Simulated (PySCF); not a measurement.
Molecule: `O=C=O`, CO2.

Cartesian coordinates in Å; atom numbers follow the order of the lines, from 1:
```xyz
3

O    -1.158    0.165    0.000
C     0.000    0.103    0.000
O     1.158    0.042    0.000
```

Geometry PBE0-D3(BJ)/def2-SVP throughout; GIAO in PySCF 2.14, gas phase, one conformer, non-relativistic; equivalent atoms averaged; basis pcSseg-2.

Q: How do the absolute shieldings σ depend on the functional? (ppm; last column core-seconds on shared hosts with different chips, so compare them loosely; the GGAs took longer than the global hybrids here, which isn't the general rule, and the cause wasn't traced)

A: 
```csv
functional,kind,O1/O3,C2,core-s
HF,Hartree–Fock,222.5,51.5,1
LDA,LDA,210.0,49.4,2.5
PBE,GGA,211.3,51.9,3.1
BLYP,GGA,211.2,48.2,3
BP86,GGA,211.3,52.1,3.1
OPBE,GGA,213.7,59.8,3.3
KT2,GGA,217.1,58.9,3.3
KT3,GGA,216.9,59.5,3.3
B97-D,GGA,215.1,54.5,3.3
B3LYP,global hybrid,212.5,48.1,2.4
PBE0,global hybrid,213.1,51.6,2.3
mPW1PW91,global hybrid,212.0,50.9,2.4
WP04,global hybrid,201.4,42.9,2.1
B97-2,global hybrid,214.7,53.4,2.2
BHandHLYP,global hybrid,215.6,48.3,2.2
CAM-B3LYP,range-separated hybrid,216.6,47.4,5.1
wB97X-D,range-separated hybrid,213.3,50.3,2.6
LC-wPBE,range-separated hybrid,219.6,49.1,3.4
```

Q: Which nucleus moves most, in ppm?

A: O1/O3 (carbonyl oxygen): from 201.4 ppm with WP04 to 222.5 ppm with HF. The smallest spread is 16.9 ppm, at C2.
